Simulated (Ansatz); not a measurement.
Abridged output of a molecular run in Ansatz:

```
Functional definition: HF
879 factors; integrals over basis functions are off by at most 1.1e-3 eV
mean field evaluation 1: about -5883.9200 eV, gradient 2.0e1 eV
mean field evaluation 2: about -5884.0161 eV, gradient 2.0e1 eV
mean field evaluation 4: about -5886.2813 eV, gradient 2.8e0 eV
mean field evaluation 8: about -5886.3396 eV, gradient 3.7e-1 eV
mean field evaluation 16: about -5886.3420 eV, gradient 1.9e-6 eV
mean field -5886.34199573 eV, -216.3190784373 hartree, gradient 1.9e-6 eV, S^2 0.762167; 0 other end points of the search recorded, 0 dependent functions left out
4 core orbitals not correlated: weight in the atoms' cores, before any rotation towards them, 1.000 or more for the frozen orbitals, at most 0.000 for the correlated occupied ones
reference -5886.34199573 eV, -216.3190784373 hartree; 13, 12 occupied and 69, 70 virtual orbitals, 879 factors
second order -15.81710764 eV of doubles, -0.00000000 eV of singles
cycle   1  -16.61139449 eV  change   -7.9e-1 eV  update   7.9e-2
cycle   2  -17.00011545 eV  change   -3.9e-1 eV  update   2.4e-2
cycle   3  -17.09271449 eV  change   -9.3e-2 eV  update   1.2e-2
cycle   4  -17.09486200 eV  change   -2.1e-3 eV  update   3.6e-3
cycle   5  -17.09440009 eV  change    4.6e-4 eV  update   1.5e-3
cycle   6  -17.09464067 eV  change   -2.4e-4 eV  update   6.0e-4
cycle   7  -17.09462630 eV  change    1.4e-5 eV  update   2.0e-4
cycle   8  -17.09461999 eV  change    6.3e-6 eV  update   7.3e-5
cycle   9  -17.09463178 eV  change   -1.2e-5 eV  update   3.0e-5
perturbative correction -0.39999116 eV, -0.0146994041 hartree
Total energy: -5903.83661868 eV, -216.9619939723 hartree
Checks for a lower state left out: cluster_reference
```

Its atoms:

Z-matrix (Å, degrees):
```
C
C 1 1.511
C 1 1.481 2 113.6
H 1 1.102 2 107.7 3 -123.0
H 1 1.096 2 108.1 3 123.4
F 2 1.385 1 110.1 3 61.5
H 2 1.094 1 111.2 3 -57.4
H 2 1.094 1 111.1 3 -179.4
H 3 1.082 1 120.8 2 155.9
H 3 1.082 1 120.2 2 -33.9
```

Question: Which basis set was used?
A. def2-SVPD
B. def2-TZVPP
C. def2-QZVPP
D. def2-SVP

Answer: D. It gives 86 functions.

Question: Write the keys of the input that set method, charge and spin (a neutral closed shell needs none for the last two).

Answer: 
```yaml
magnetization: {spin_polarized: true, initial_magnetization: 1}
correlation: {method: ccsd_t}
scf: {omitted_lower_state_checks: [cluster_reference]}
```
